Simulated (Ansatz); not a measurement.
`C[SiH2]Cl` → `[CH2]` (triplet) + `[SiH3]Cl`  (formal loss of a carbene)

Computed with Ansatz on PBE0-D4/def2-TZVP structures; ΔE is electronic, products minus reactants. CCSD(T)/CBS is the MP2 limit (def2-TZVPP, def2-QZVPP) plus CCSD(T) − MP2 in def2-TZVPP, frozen cores. This one scheme is used for every species. DFT in def2-TZVPP. Triplets are unrestricted, without spin–orbit coupling.

`C[SiH2]Cl`:

Z-matrix (Å, degrees):
```
C
Si 1 1.857
H 1 1.092 2 110.8
H 1 1.094 2 110.0 3 119.8
H 1 1.092 2 110.8 3 -120.4
Cl 2 2.062 1 109.6 3 60.1
H 2 1.483 1 111.6 3 178.7
H 2 1.483 1 111.5 3 -58.5
```

`[CH2]` (triplet):

Z-matrix (Å, degrees):
```
C
H 1 1.079
H 1 1.079 2 134.9
```

`[SiH3]Cl`:

Cartesian coordinates in Å:
```
Si -0.050 -0.008 0.118
Cl 0.754 0.124 -1.767
H 0.158 -1.385 0.622
H -1.497 0.298 0.035
H 0.635 0.971 0.992
```

Task: Is it downhill or uphill in electronic energy at CCSD(T)/CBS, and by how much? (An estimate is asked.)

Result: The calculation gave: Uphill: ΔE = +485.8 kJ/mol.

Task: What do these levels give: LDA (SPW92), PBE, r2SCAN0, BHLYP, HF/def2-QZVPP, MP2/def2-QZVPP? (An estimate is asked.)

Result: The calculation gave: LDA (SPW92) 558.3, PBE 486.5, r2SCAN0 460.3, BHLYP 458.8, HF/def2-QZVPP 334.6, MP2/def2-QZVPP 495.4 kJ/mol.

Largest T1 diagnostic among the species: 0.011.

Leaving LDA and LC-ωPBE aside and taking each functional with its dispersion term where it has one, the values, not all of them listed here, spread over 33.0 kJ/mol, from r2SCAN0-D4 to ωB97X-V. LDA lies +71.9 kJ/mol from PBE without D4. From PBE to PBE0 (25 % exact exchange), in def2-TZVPP and without D4, ΔE moves by −7.3 kJ/mol. In def2-TZVPP, CCSD(T) changes the Hartree–Fock value by +138.3 kJ/mol (the triples alone add +11.3 kJ/mol) and MP2 by +153.4 kJ/mol.
